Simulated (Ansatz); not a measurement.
Job for Ansatz (a quantum-chemistry and plane-wave program): R-PBE0/def2-TZVPPD on C2H6 (SMILES CC) with ghost functions. Files ending in .json are basis or fitting sets from the Basis Set Exchange.

Ansatz 0.2 input:
```yaml
crystal:
  periodic: [false, false, false]
  atoms:
    - {symbol: C, position_ang: [0.00000000, 0.78133572, -1.13543912]}
    - {symbol: H, position_ang: [0.00000000, 1.37465349, -2.05114442]}
    - {symbol: H, position_ang: [-0.88043002, 1.06310554, -0.55580918]}
    - {symbol: C, position_ang: [0.00000000, -0.71332890, -1.44723686]}
    - {symbol: H, position_ang: [0.88043002, 1.06310554, -0.55580918]}
    - {symbol: H, position_ang: [0.00000000, -1.30641812, -0.53140693]}
    - {symbol: H, position_ang: [-0.88100343, -0.99533072, -2.02587154]}
    - {symbol: H, position_ang: [0.88100343, -0.99533072, -2.02587154]}
basis:
  gaussian:
    orbitals: def2-TZVPPD.json
    ghost_atoms:
      - {symbol: C, position_ang: [0.00000000, -0.06374421, 2.42054090]}
      - {symbol: H, position_ang: [0.00000000, 1.02169396, 2.34238038]}
      - {symbol: H, position_ang: [0.88828307, -0.46131911, 1.93307194]}
      - {symbol: H, position_ang: [-0.88828307, -0.46131911, 1.93307194]}
      - {symbol: H, position_ang: [0.00000000, -0.35363606, 3.46945195]}
hamiltonian:
  xc: {name: PBE0}
scf: {lower_state_search: off}
```

Program output:

```
WARN ansatz: RAYON_NUM_THREADS=2 ignored (pool sized by the plan → 2); use --threads N
Functional definition: PBE0
these checks for a lower state are left out or cut short: stability, starts, cluster_reference, orbital_swaps, neighbouring_geometries, increment
integrals: 0.14 GiB planned
1066 factors; their error is unknown
mean field: 1.59 GiB planned
mean field evaluation 1: about -2163.5160 eV, gradient 5.4e1 eV
mean field evaluation 2: about -2160.9386 eV, gradient 6.0e1 eV
mean field evaluation 4: about -2170.1841 eV, gradient 5.9e-1 eV
mean field evaluation 8: about -2170.1656 eV, gradient 2.7e-3 eV
mean field evaluation 16: about -2170.1656 eV, gradient 3.2e-6 eV
mean field -2170.16558374 eV, -79.7521142113 hartree, gradient 3.2e-6 eV, S^2 0.000000; 0 other end points of the search recorded, 0 dependent functions left out
reference -2170.16561255 eV, -79.7521152703 hartree; 9, 9 occupied and 272, 272 virtual orbitals, 1066 factors
Total energy: -2170.16561255 eV, -79.7521152703 hartree
Checks for a lower state left out: stability, starts, cluster_reference, orbital_swaps, neighbouring_geometries, increment
```

Self-consistency was reached.

Cost: very roughly 6 core-seconds.
